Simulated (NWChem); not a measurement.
# One shape, several levels: CH4O (methanol)

We compute a comparison of 6 runs (HF/aug-cc-pVDZ, PBE0/def2-SVP, B3LYP/6-31G*, BLYP/def2-TZVP, revPBE/def2-TZVP, CCSD(T)/def2-TZVP) of CH4O (methanol). 

The results are computed with NWChem 7.3.0.

## 1. Starting point

CH4O: 6 atoms, total charge 0, spin state singlet. As SMILES, `CO`. Geometry: relaxed at PBE0-D4/def2-TZVP.

Bond lengths: C1–O2 1.409 Å, C1–H3 1.090 Å, C1–H4 1.097 Å, C1–H5 1.097 Å, O2–H6 0.959 Å. Angles: C1–O2–H6 108.5°, O2–C1–H3 107.0°, O2–C1–H4 112.4°, O2–C1–H5 112.4°, H3–C1–H4 108.1°, H3–C1–H5 108.1°, H4–C1–H5 108.6°.

## 2. Energy and gradient at HF/aug-cc-pVDZ (run 1)

The input, run.py:

```python
from ase import Atoms
from ase.calculators.nwchem import NWChem

molecule = Atoms(['C', 'O', 'H', 'H', 'H', 'H'], positions=[
    [-0.088400, -0.207400, -0.275700],
    [-0.165000, 0.316500, 1.030100],
    [-0.864700, -0.968400, -0.360900],
    [0.878800, -0.683600, -0.479200],
    [-0.272700, 0.554400, -1.043400],
    [0.512100, 0.988500, 1.129100],
])

calc = NWChem(
    label='ch4o',
    theory='scf',
    memory='2200 mb',
    basis='aug-cc-pVDZ',
    basispar='spherical bse',
    scf={'nopen': '0', 'rhf': None, 'thresh': '1e-08', 'maxiter': '80'},
)
molecule.calc = calc

forces = molecule.get_forces()
print(f"energy = {molecule.get_potential_energy():.6f} eV")
print("forces (eV/A):")
for s, f in zip(molecule.symbols, forces):
    print(f"{s:2s} {f[0]:10.5f} {f[1]:10.5f} {f[2]:10.5f}")
print("dipole (e A):", molecule.get_dipole_moment().round(4))
```

On the command line:

```console
$ export ASE_NWCHEM_COMMAND="nwchem PREFIX.nwi > PREFIX.nwo"
$ python run.py
```

The program printed:

```text
energy = -3130.988963 eV
forces (eV/A):
C    -0.12233   -0.16172   -0.10536
O     0.83715    0.67342   -0.22127
H     0.07379    0.07790    0.01882
H    -0.10783    0.10356    0.11123
H     0.02972   -0.04443    0.17859
H    -0.71050   -0.64874    0.01805
dipole (e A): [ 0.241   0.1051 -0.2589]
```

The calculator wrote ch4o.nwi:

```
title "ch4o"

permanent_dir ch4o

scratch_dir ch4o

start ch4o

geometry units angstrom nocenter noautosym noautoz
  C  -8.8400000000000006e-02 -2.0740000000000000e-01 -2.7570000000000000e-01
  O  -1.6500000000000001e-01 3.1650000000000000e-01 1.0301000000000000e+00
  H  -8.6470000000000002e-01 -9.6840000000000004e-01 -3.6090000000000000e-01
  H  8.7880000000000003e-01 -6.8359999999999999e-01 -4.7920000000000001e-01
  H  -2.7270000000000000e-01 5.5440000000000000e-01 -1.0434000000000001e+00
  H  5.1210000000000000e-01 9.8850000000000005e-01 1.1291000000000000e+00
end

memory 2200 mb

basis spherical bse noprint
   * library aug-cc-pVDZ
end

scf
  nopen 0
  rhf
  thresh 1e-08
  maxiter 80
end

task scf gradient
```

ch4o.nwo (excerpt; [...] marks lines left out):

```text
[...]
      One-electron energy =   -237.031871280491
[... 1 line left out ...]
 Nuclear repulsion energy =     40.458005537033
[... 27 lines left out ...]
                       ROHF Final Molecular Orbital Analysis
[... 263 lines left out ...]
                              NWChem Gradients Module
[...]
  wavefunction    =   RHF
                         RHF ENERGY GRADIENTS
    atom               coordinates                        gradient
                 x          y          z           x          y          z
   1 C      -0.167052  -0.391929  -0.520997    0.002379   0.003145   0.002049
   2 O      -0.311805   0.598098   1.946607   -0.016280  -0.013096   0.004303
   3 H      -1.634046  -1.830011  -0.682002   -0.001435  -0.001515  -0.000366
   4 H       1.660691  -1.291817  -0.905557    0.002097  -0.002014  -0.002163
   5 H      -0.515328   1.047664  -1.971740   -0.000578   0.000864  -0.003473
   6 H       0.967729   1.867994   2.133690    0.013817   0.012616  -0.000351
[...]
```

It took 18 s on 1 thread of Intel Xeon Platinum 8259CL at 2.50GHz (Skylake/Cascade Lake), shared host; peak memory 0.1 GiB.

## 3. Energy and forces at PBE0/def2-SVP (run 2)

The input, ch4o.nw:

```
start ch4o
title "CH4O"
memory stack 880 mb heap 220 mb global 1100 mb
geometry units angstrom noautosym nocenter noautoz
C       -0.088400      -0.207400      -0.275700
O       -0.165000       0.316500       1.030100
H       -0.864700      -0.968400      -0.360900
H        0.878800      -0.683600      -0.479200
H       -0.272700       0.554400      -1.043400
H        0.512100       0.988500       1.129100
end
basis "ao basis" spherical bse
* library def2-SVP
end
dft
xc pbe0
grid xfine
convergence energy 1e-08
maxiter 100
mulliken
print low
end
task dft gradient
```

On the command line:

```console
$ nwchem ch4o.nw > ch4o.out
```

The program printed:

```text
[...]
 d= 0,ls=0.0,diis     1   -115.4615336949 -1.56D+02  1.40D-02  3.37D-01     1.8
[...]
 d= 0,ls=0.0,diis     8   -115.4983605345 -6.46D-10  6.12D-07  2.01D-09    11.4
         Total DFT energy =     -115.498360534545
      One electron energy =     -237.176237690222
           Coulomb energy =       96.599062712945
    Exchange-Corr. energy =      -15.379191094301
 Nuclear repulsion energy =       40.458005537033
[...]
      Total Density - Mulliken Population Analysis
     ---------------------------------------------
    Atom       Charge   Shell Charges
 -----------   ------   -------------------------------------------------------
    1 C    6     5.91   1.99  0.89  0.15  2.06  0.76  0.06
    2 O    8     8.36   1.99  1.07  0.68  2.87  1.74  0.01
    3 H    1     0.95   0.75  0.18  0.02
    4 H    1     0.98   0.75  0.20  0.02
    5 H    1     0.98   0.75  0.20  0.02
    6 H    1     0.83   0.70  0.06  0.07
[...]
                         DFT ENERGY GRADIENTS
    atom               coordinates                        gradient
                 x          y          z           x          y          z
   1 C      -0.167052  -0.391929  -0.520997   -0.000486  -0.007221  -0.014868
   2 O      -0.311805   0.598098   1.946607    0.002599   0.004320   0.004148
   3 H      -1.634046  -1.830011  -0.682002    0.004091   0.004526   0.001608
   4 H       1.660691  -1.291817  -0.905557   -0.005092   0.003235   0.002702
   5 H      -0.515328   1.047664  -1.971740    0.000955  -0.003267   0.005671
   6 H       0.967729   1.867994   2.133690   -0.002066  -0.001594   0.000739
 Task  times  cpu:       13.9s     wall:       13.9s
 Total times  cpu:       14.0s     wall:       14.0s
```

Wall time 15 s (1 thread of Intel Xeon Platinum 8259CL at 2.50GHz (Skylake/Cascade Lake), shared host); peak memory 0.13 GiB.

Runs 3 to 4 aren't shown in full; the table further down has their settings and results.

## 4. Energy and forces at revPBE/def2-TZVP (run 5)

The input, job.nw:

```
start job
memory total 2200 mb

geometry units angstrom noautosym nocenter noautoz
   C       -0.088400      -0.207400      -0.275700
   O       -0.165000       0.316500       1.030100
   H       -0.864700      -0.968400      -0.360900
   H        0.878800      -0.683600      -0.479200
   H       -0.272700       0.554400      -1.043400
   H        0.512100       0.988500       1.129100
end

basis spherical bse
   * library def2-TZVP
end

dft
   xc revpbe cpbe96
   grid xfine
   convergence energy 1e-08
   iterations 100
   mulliken
end

task dft gradient
```

On the command line:

```console
$ nwchem job.nw > job.out
```

The program printed:

```text
[...]
          Wavefunction type:  closed shell.
          No. of atoms     :     6
          No. of electrons :    18
[...]
          Charge           :     0
          Spin multiplicity:     1
[...]
          AO basis - number of functions:    86
[...]
              XC Information
              --------------
                        RevPBE Exchange Functional  1.000
            Perdew 1991 LDA Correlation Functional  1.000 local
           PerdewBurkeErnz. Correlation Functional  1.000 non-local
[...]
 d= 0,ls=0.0,diis     1   -115.6875248585 -1.56D+02  9.26D-03  5.60D-01     3.9
[...]
 d= 0,ls=0.0,diis     8   -115.7334486750 -4.88D-09  2.73D-06  1.89D-07    28.2
         Total DFT energy =     -115.733448674968
      One electron energy =     -237.272819562959
           Coulomb energy =       96.567211653935
    Exchange-Corr. energy =      -15.485846302976
 Nuclear repulsion energy =       40.458005537033
[...]
      Total Density - Mulliken Population Analysis
     ---------------------------------------------
    Atom       Charge   Shell Charges
 -----------   ------   -------------------------------------------------------
    1 C    6     6.17   0.86  1.11  0.53  0.63  0.09  1.30  1.22  0.33  0.02  0.07  0.01
    2 O    8     8.43   0.79  1.18  0.59  0.92  0.31  1.90  1.88  0.83  0.00  0.03  0.00
    3 H    1     0.89   0.28  0.47  0.11  0.02
    4 H    1     0.91   0.28  0.47  0.13  0.02
    5 H    1     0.91   0.28  0.47  0.13  0.02
    6 H    1     0.71   0.27  0.34  0.05  0.05
[...]
  wavefunction    = closed shell
                         DFT ENERGY GRADIENTS
    atom               coordinates                        gradient
                 x          y          z           x          y          z
   1 C      -0.167052  -0.391929  -0.520997   -0.001114   0.001938   0.006508
   2 O      -0.311805   0.598098   1.946607    0.009601   0.002885  -0.013225
   3 H      -1.634046  -1.830011  -0.682002    0.003974   0.003958   0.000597
   4 H       1.660691  -1.291817  -0.905557   -0.005213   0.002934   0.002003
   5 H      -0.515328   1.047664  -1.971740    0.000951  -0.003695   0.005028
   6 H       0.967729   1.867994   2.133690   -0.008198  -0.008020  -0.000912
[...]
```

Run time: 38 s. Hardware: 1 thread of Intel Xeon Platinum 8259CL at 2.50GHz (Skylake/Cascade Lake), shared host; peak memory 0.14 GiB.

## 5. A single-point energy at CCSD(T)/def2-TZVP (run 6)

The input, geom.xyz:

```xyz
6

C     -0.088400    -0.207400    -0.275700
O     -0.165000     0.316500     1.030100
H     -0.864700    -0.968400    -0.360900
H      0.878800    -0.683600    -0.479200
H     -0.272700     0.554400    -1.043400
H      0.512100     0.988500     1.129100
```

The input, geom.nw:

```
start geom
memory stack 880 mb heap 220 mb global 1100 mb
geometry units angstrom noautosym nocenter noautoz
   load geom.xyz
end
basis "ao basis" spherical bse
   * library def2-TZVP
end
scf
   thresh 1e-08
   maxiter 80
   noprint "final vectors analysis"
end
ccsd
   freeze core 2
   maxiter 60
end
task ccsd(t)
```

On the command line:

```console
$ nwchem geom.nw > geom.out
```

The program printed:

```text
[...]
  functions       =    86
[...]
  wavefunction    = RHF
[...]
         Total SCF energy =   -115.092384764091
      One-electron energy =   -237.170494870242
      Two-electron energy =     81.620104569118
 Nuclear repulsion energy =     40.458005537033
        Time for solution =     11.8s
[...]
 Total MP2 energy:           -115.507544018875578
[...]
             energy      energy      error      ampl     ampl      Block
                                                time     time      time
[...]
 Total CCSD energy:           -115.527982224099787
[...]
 Total CCSD+T(CCSD) energy:           -115.542319358379544
[...]
 Total CCSD(T) energy:                -115.541829205983944
[...]
```

Wall time 1.9 min (1 thread of Intel Xeon Platinum 8259CL at 2.50GHz (Skylake/Cascade Lake), shared host); peak memory 0.19 GiB.

## 6. All runs side by side

```tsv
run	level	iteration cap	module	energy (Eh)	dipole moment (D)	largest force (eV/Å)	wall time
1	HF/aug-cc-pVDZ	80	scf	-115.061723	1.77	1.097	18 s
2	PBE0/def2-SVP	100	dft	-115.498361	–	0.850	15 s
3	B3LYP/6-31G* (Cartesian functions)	100	dft	-115.714211	1.67	0.588	12 s
4	BLYP/def2-TZVP	100	dft	-115.731727	1.62	0.900	35 s
5	revPBE/def2-TZVP	100	dft	-115.733449	1.58	0.853	38 s
6	CCSD(T)/def2-TZVP	80	ccsd(t)	-115.541829	–	–	1.9 min
```

## 7. Outcome

| quantity | value |
| --- | --- |
| run 6: total energy | -115.54183 Eh |
| run 6: correlation energy (2 core orbitals frozen) | -449.4 mEh |
| run 6: (T) correction | -13.85 mEh |

What this shows: Over runs 1, 3, 4, 5 the dipole moment (its size) runs from 1.58 D (revPBE/def2-TZVP) to 1.77 D (HF/aug-cc-pVDZ). The two ends differ in method and basis. Over runs 1, 3, 5 the HOMO–LUMO gap runs from 6.38 eV (revPBE/def2-TZVP) to 13.17 eV (HF/aug-cc-pVDZ). Totals of different functionals can't be ranked against each other. All runs together took 3.9 min, the longest 1.9 min.
